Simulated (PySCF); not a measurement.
**Relaxation of triplet Si2H2**

These are results of UPBE0 in PySCF with Si def2-TZVP, H def2-TZVP; no relativity; density-fitted integrals, not measurements. A (50,194) grid was used.

A hand-made trans-bent X-M-M-X start, of C2h symmetry, held to at least that symmetry:

```xyz
4
charge 0 multiplicity 3, angstrom
Si    0.0000    0.0000    1.1600
Si    0.0000    0.0000   -1.1600
H     1.1840    0.0000    2.0480
H    -1.1840    0.0000   -2.0480
```

Optimiser trace:
```
step  E − E(last) (kJ/mol)  largest gradient (Eh/bohr)
   0                 57.02                     0.04060
   1                  7.88                     0.00802
   2                  0.97                     0.00436
   3                  0.05                     0.00156
   4                  0.00                     0.00054
   5                  0.00                     0.00012
```

It ends at C2h with Si–H 1.514 Å (×2), Si–Si 2.273 Å; H–Si–Si 104.6° (×2). A frequency run shows a minimum. Other isomers or separated fragments may lie lower.

Final geometry:
```xyz
4
charge 0 multiplicity 3, angstrom
Si   -0.2177    0.0000    1.1154
Si    0.2177    0.0000   -1.1154
H     1.1469    0.0000    1.7709
H    -1.1469    0.0000   -1.7709
```

At this level a singlet minimum of C2v symmetry lies 98 kJ/mol below this structure.

The relaxation took 4.5 s on 4 threads of a shared Arm Neoverse V2 host, with 86 basis functions and 6 gradients; the process peaked at 0.55 GiB. Launch command: `OMP_NUM_THREADS=4 python axn.py task.json out`.
